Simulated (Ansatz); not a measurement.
# LiMgH (singlet): wave-function methods side by side at distance Li1–Mg2 = 5.118 Å, cc-pVTZ

An exercise on one series of results from a longer session: the logs are not shown, and one member is left open.

Computed with Ansatz 0.2.0, Gaussian basis. Level: cc-pVTZ, core rule «outside noble gas», up to 6 orbitals frozen.

To be run: UHF; CCSD(T) on RHF; CCSD(T) on UHF; BCCD(T) on RHF; CCSDT(Q) on RHF; CCSDT(Q) on UHF; Full CI.

39 further runs of the same task are left out: 22 for a known fault of the program, 9 that didn't finish, 8 set aside as unsound or not needed. Runs told in other sessions of the task aren't counted.

### What is computed

The geometry derives from a PBE0/def2-TZVP stationary point (not a proven minimum). One bond is set to the value named and the two fragments are kept rigid.

3 atoms, charge 0, spin multiplicity 1.

Atoms are counted from 1 here; the program's logs count them from 0.

Bond lengths: Mg2–H3 1.746 Å.

The first run:

in.yaml

```yaml
crystal:
  periodic: [false, false, false]
  atoms:
    - {symbol: Li, position_ang: [0.000000, 0.000000, 3.994100]}
    - {symbol: Mg, position_ang: [0.000000, 0.000000, -1.123900]}
    - {symbol: H, position_ang: [0.000000, 0.000000, -2.870200]}
basis:
  gaussian: {orbitals: cc-pVTZ}
magnetization: {spin_polarized: true, initial_magnetization: 0}
hamiltonian: {xc: hf}
output: {orbitals: {seedname: orbitals}}
```

Launch:

```sh
> ansatz run in.yaml --threads 1 --pin off --events-out ev --progress --plain --max-ram 2393MiB
```

Among the steps run: UHF; CCSD(T) on RHF; CCSD(T) on UHF; BCCD(T) on RHF; CCSDT(Q) on RHF; CCSDT(Q) on UHF; Full CI.

One of the session's tables, all rows but one given; the rest of the session is left out.

```
   method  from FCI (meV)
      RHF         +2287.2
      UHF         +1286.2
     RMP2          +756.0
     UMP2          +416.4
    RCCSD           +89.3
    UCCSD           +80.0
 RCCSD(T)           +16.5
 UCCSD(T)           +53.3
  BCCD(T)           +16.2
   RCCSDT               ?
   UCCSDT            +8.6
RCCSDT(Q)            +0.5
UCCSDT(Q)            +1.1
      FCI               0
```

**Question.** Estimate the row for RCCSDT.

The run gave: from FCI (meV): +3.4. In the column «from FCI (meV)» it lies between UCCSDT(Q) (+1.1) and UCCSDT (+8.6).

Caveats from the session: The determinant of HF (⟨S²⟩ 0.96) is far from a pure spin state, so its energy mixes those of several spin states; that is harmless only where they are near-degenerate. The determinant of CCSD(T) (⟨S²⟩ 0.96) is far from a pure spin state, so its energy mixes those of several spin states; high orders of coupled cluster remove much of that, low ones don't. The determinant of CCSDT(Q) (⟨S²⟩ 0.96) is far from a pure spin state, so its energy mixes those of several spin states; high orders of coupled cluster remove much of that, low ones don't. Restricted and unrestricted rows rest on different reference determinants; a gap between their highest levels can come from leftover correlation error, from unlike frozen cores or from another state.
